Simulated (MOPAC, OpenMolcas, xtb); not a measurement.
# A ladder of methods for SiH3O (SMILES [O][SiH3])

SiH3O: 5 atoms, total charge 0, spin state doublet. As SMILES, `[O][SiH3]`. The coordinates come from a GFN2-xTB relaxation.

Quantity: the dipole moment, in D. The values are calculated.

```json
{"level": "PM6", "kind": "semi-empirical", "program": "MOPAC", "value (D)": "4.51", "CPU time": "under 2 s"}
{"level": "GFN2-xTB", "kind": "semi-empirical", "program": "xtb", "value (D)": "3.61", "CPU time": "under 2 s"}
{"level": "GFN0-xTB", "kind": "semi-empirical", "program": "xtb", "value (D)": "1.25", "CPU time": "under 2 s"}
{"level": "GFN1-xTB", "kind": "semi-empirical", "program": "xtb", "value (D)": "5.39", "CPU time": "under 2 s"}
{"level": "ROHF/STO-3G", "kind": "Hartree–Fock", "program": "OpenMolcas", "value (D)": "0.51", "CPU time": "2.6 s"}
{"level": "UHF/STO-3G", "kind": "Hartree–Fock", "program": "OpenMolcas", "value (D)": "0.52", "CPU time": "3.2 s"}
{"level": "USVWN5/STO-3G", "kind": "LDA", "program": "OpenMolcas", "value (D)": "1.15", "CPU time": "7.1 s"}
{"level": "UPBE/STO-3G", "kind": "GGA", "program": "OpenMolcas", "value (D)": "0.64", "CPU time": "9.8 s"}
{"level": "U-r2SCAN/STO-3G", "kind": "meta-GGA", "program": "OpenMolcas", "value (D)": "0.60", "CPU time": "13 s"}
{"level": "UB3LYP/STO-3G", "kind": "global hybrid", "program": "OpenMolcas", "value (D)": "0.51", "CPU time": "10 s"}
```

The values span 0.51 to 5.39 D. All rows use very small basis sets, so even the best lies far from the true value. Magnitudes only: a small dipole may point the other way at some levels. Sets without polarisation functions give poor dipoles. CPU times are rough (shared hosts, several kinds of processor): they show what a rung costs within a factor of a few.
